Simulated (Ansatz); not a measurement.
Reaction (SMILES): ClBr + [H][H] (H2) -> Br (HBr) + Cl (HCl)

Property: energy of full hydrogenation (enthalpy at 298 K), in kcal/mol. Set-up: no spin-orbit coupling; non-relativistic; 6-31G* and kin with 6d, 5d where marked; LANL2DZ with its own core potentials from Na on. First-principles rows: single points at B3LYP-D3(BJ) geometries (Ansatz, a program for electronic structure), with unscaled harmonic terms from B3LYP/6-31G* (LANL2DZ past Ar) at its own minima.

Measured values: Active Thermochemical Tables 1.112 (ions: stationary electron), as tabulated in the package chemicals; they hold spin-orbit and core effects, anharmonicity. 

Value to compare with, the measured value: -34.0 kcal/mol.

```json
[
 {"level": "PBE/STO-3G", "program": "Ansatz", "energy of full hydrogenation (enthalpy at 298 K) (kcal/mol)": "-7.5", "error": "26.5"},
 {"level": "PBE/3-21G", "program": "Ansatz", "energy of full hydrogenation (enthalpy at 298 K) (kcal/mol)": "-29.0", "error": "5.0"},
 {"level": "PBE/LANL2DZ", "program": "Ansatz", "energy of full hydrogenation (enthalpy at 298 K) (kcal/mol)": "-33.3", "error": "0.7"},
 {"level": "PBE/6-31G*", "program": "Ansatz", "energy of full hydrogenation (enthalpy at 298 K) (kcal/mol)": "-29.0", "error": "5.0"},
 {"level": "PBE/def2-SVP", "program": "Ansatz", "energy of full hydrogenation (enthalpy at 298 K) (kcal/mol)": "-34.8", "error": "-0.8"},
 {"level": "PBE/6-31G* with LANL2DZ past Ar", "program": "Ansatz", "energy of full hydrogenation (enthalpy at 298 K) (kcal/mol)": "-31.3", "error": "2.7"},
 {"level": "PBE/def2-TZVPD", "program": "Ansatz", "energy of full hydrogenation (enthalpy at 298 K) (kcal/mol)": "-32.3", "error": "1.7"}
]
```

Among the 6 habitual levels, PBE/STO-3G lies farthest from the measured value (26.5 kcal/mol); 5 of 6 lie above it, and their mean absolute error is 6.8 kcal/mol, the median 3.9. One case shows no general order.

The sets are all those run for this method; runs whose electronic state is in doubt are left out.
